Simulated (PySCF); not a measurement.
Isomers of C5H8F (doublet state), one GFN2-xTB conformer each. Single-point energies are computed at B3LYP/pcH-1 (PySCF, gas phase, no added dispersion term), electronic only. GFN2-xTB treats the open shell by occupation alone, and not every SCF solution was tested for stability.

| SMILES | GFN2-xTB relative energy (kcal/mol) |
| --- | --- |
| FC[C@@H]1[CH]CC1 | 4.5 |
| FCC1C[CH]C1 | 4.4 |
| C[C@H](F)[C]1CC1 | 14.2 |
| [H]/[C]=C\[C@H](C)CF | 25.2 |
| CC1(F)C[CH]C1 | 0.0 |

Conformers: `[F:1][CH2:2][C@@H:3]1[CH:4][CH2:5][CH2:6]1` (doublet state) with F1–C2–C3–C4 177°; `[F:1][CH2:2][CH:3]1[CH2:4][CH:5][CH2:6]1` (doublet state) with F1–C2–C3–C4 -178°; `[CH3:1][C@H:2]([F:3])[C:4]1[CH2:5][CH2:6]1` (doublet state) with C1–C2–C4–C5 169°; `[H]/[C:1]=[CH:2]\[C@H:3]([CH3:4])[CH2:5][F:6]` (doublet state) with C1–C2–C3–C4 -118°, C2–C3–C5–F6 -67°.

Question: What does B3LYP/pcH-1 give for the same structures?

Answer: 
```
              SMILES  B3LYP/pcH-1 E (Eh)  B3LYP/pcH-1 (kcal/mol)  GFN2-xTB (kcal/mol)  point group
       CC1(F)C[CH]C1          -295.12712                     0.0                  0.0           Cs
         FCC1C[CH]C1          -295.11534                     7.4                  4.4           C1
    FC[C@@H]1[CH]CC1          -295.11512                     7.5                  4.5           C1
    C[C@H](F)[C]1CC1          -295.11165                     9.7                 14.2           C1
[H]/[C]=C\[C@H](C)CF          -295.10445                    14.2                 25.2           C1
```

Both levels put the same isomer lowest; measured from each level's own lowest isomer, the values differ by up to 11.0 kcal/mol ([H]/[C]=C\[C@H](C)CF: 25.2 against 14.2). As drawn, the lowest has a four-membered ring, which the highest lacks. Neighbours under 5.0 kcal/mol apart (FCC1C[CH]C1 and FC[C@@H]1[CH]CC1; FC[C@@H]1[CH]CC1 and C[C@H](F)[C]1CC1; C[C@H](F)[C]1CC1 and [H]/[C]=C\[C@H](C)CF) can change places with a better method, another conformer or zero-point energy.

Question: As an exercise, what shares would exp(−E/RT) give at 2000 K from these electronic energies alone (no entropy, no degeneracies)?

Answer: RT = 3.974 kcal/mol: CC1(F)C[CH]C1 70.4 %, FCC1C[CH]C1 11.0 %, FC[C@@H]1[CH]CC1 10.6 %, C[C@H](F)[C]1CC1 6.1 %, [H]/[C]=C\[C@H](C)CF 2.0 %.
